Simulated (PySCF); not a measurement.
# Stretching CO

Set-up: basis C def2-TZVP, O def2-TZVP; no relativity; PySCF 2.14. Energies in eV from C + O in their ground configurations at the same level. State: ¹Σ⁺ (singlet), closed shell.

| R (Å) | PBE0 |
| --- | --- |
| 0.968 | -8.823 |
| 1.012 | -10.059 |
| 1.058 | -10.754 |
| 1.091 | -11.005 |
| 1.125 | -11.075 |
| 1.159 | -11.002 |
| 1.204 | -10.734 |
| 1.260 | -10.204 |
| 1.327 | -9.387 |
| 1.417 | -8.142 |

Q: Put a parabola through the three lowest points of the PBE0 curve and estimate Re, k and ωe (reduced mass 6.856 u; 1 eV/Å² = 0.16022 mdyn/Å; ωe = 1302.8·√(k/μ) cm⁻¹).

A: Through R = 1.091, 1.125, 1.159 Å the second-order coefficient is 61.9 eV/Å², so Re ≈ 1.125 Å, k ≈ 19.8 mdyn/Å and ωe ≈ 2215 cm⁻¹. A polynomial fit of higher order to the unrounded PBE0 energies gives Re = 1.123 Å, k = 20.3 mdyn/Å, ωe = 2240 cm⁻¹; anharmonicity and rounding make the difference.

The higher-order fit for each curve: PBE0: Re = 1.123 Å, ωe = 2240 cm⁻¹, De = 11.08 eV.
